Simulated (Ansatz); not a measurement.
## Worked example: C2H3F + CH5OSi → C2H2F + CH6OSi

Species: C2H3F `C=CF`, singlet; CH5OSi `CO[SiH2]`, doublet; C2H2F `C=[C]F`, doublet; CH6OSi `CO[SiH3]`, singlet. A radical takes H: the energy is the difference in strength between the C–H bond broken and the Si–H bond made.

Shapes, held fixed at every level: PBE0-D4/def2-TZVP. Flexible molecules stand in one conformer, not always the lowest. Programs: Ansatz 0.2.0. The zero-point and thermal change to 298 K, harmonic and unscaled (PBE0-D4/def2-TZVP), is -9.1 kJ/mol.

At B2PLYP/def2-TZVPP; 1 Eh = 2625.50 kJ/mol:

| species | energy (Eh) |
| --- | --- |
| C2H3F | -177.775387 |
| CH5OSi | -405.646391 |
| C2H2F | -177.089680 |
| CH6OSi | -406.297103 |

Question: Work out ΔH(298 K) of the reaction at this level.

Answer: 
1. Products less reactants: (-177.089680) + (-406.297103) − [(-177.775387) + (-405.646391)] = 0.034995 Eh = +91.9 kJ/mol.
2. With the thermal change: +91.9 + (-9.1) = +82.8 kJ/mol.

Other levels give +50.0 (HF/def2-SVP) to +89.3 kJ/mol (PBE-D4/def2-TZVPP). No measured value is set beside it here. Spin contamination: C2H2F (⟨S²⟩ up to 0.93). Open shells run unrestricted unless RO is named.
